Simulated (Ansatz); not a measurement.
H3O⁺, singlet: the ladder up to full CI

Geometry: a PBE0/def2-TZVP stationary point for this spin, not checked as a minimum.

```xyz
4

O     0.0002   -0.0001   -0.0419
H     0.9410    0.0142    0.2253
H    -0.4835    0.8094    0.2180
H    -0.4600   -0.8219    0.2221
```

Basis 6-31G; Ansatz 0.2.0. Only valence electrons are correlated (noble-gas cores frozen), which leaves 8 electrons in 14 orbitals. R marks a restricted (for open shells ROHF) determinant. Active spaces: valence = (8e, 7o) chosen from the atoms' valence shells.

Full CI is exact within this basis and frozen core; it isn't the basis-set limit.

```
UHF ⟨S²⟩                          : 0.000
T1 diagnostic (RCCSD)             : 0.0073
largest doubles amplitude (RCCSD) : 0.039
```

```
                   level  E − E(full CI) (kJ/mol)  share of correlation (%)  wall time
                     RHF                    364.0                      0.00          –
                    RMP2                     24.8                     93.18          –
                    CISD                     17.7                     95.13     0.12 s
                   RCCSD                      4.0                     98.89          –
                RCCSD(T)                      1.3                     99.64     0.09 s
                 BCCD(T)                      1.3                     99.64     0.12 s
                  RCCSDT                      1.0                     99.72          –
                  CISDTQ                      0.4                     99.88      0.3 s
               RCCSDT(Q)                      0.0                    100.01     0.24 s
                 RCCSDTQ                      0.0                     99.99     0.96 s
  CASSCF (valence space)                    135.2                     62.87          –
  NEVPT2 (valence space)                     23.4                     93.58     0.39 s
  MRCISD (valence space)                      2.7                     99.26          –
MRCISD+Q (valence space)                      0.6                     99.84     0.69 s
```

The correlation energy at full CI, counted from RHF, is -3.773 eV. That run took 0.96 s on 1 thread of Intel Xeon 6975P-C, shared host over 501,761 determinants.

Times hold each run's SCF and search for its determinant on a shared host, so for small cases they say little of a method's own cost; they ran on 1 thread of Intel Xeon 6975P-C.

The full-CI state has the irrep A' of Cs, in the program's axes (one component, if the state is degenerate).

Natural occupations of full CI about the gap: 1.987 1.979 1.972 1.972 0.024 0.024 0.021 0.014 0.002 0.002; effectively unpaired electrons, Σ n²(2−n)², 0.02.
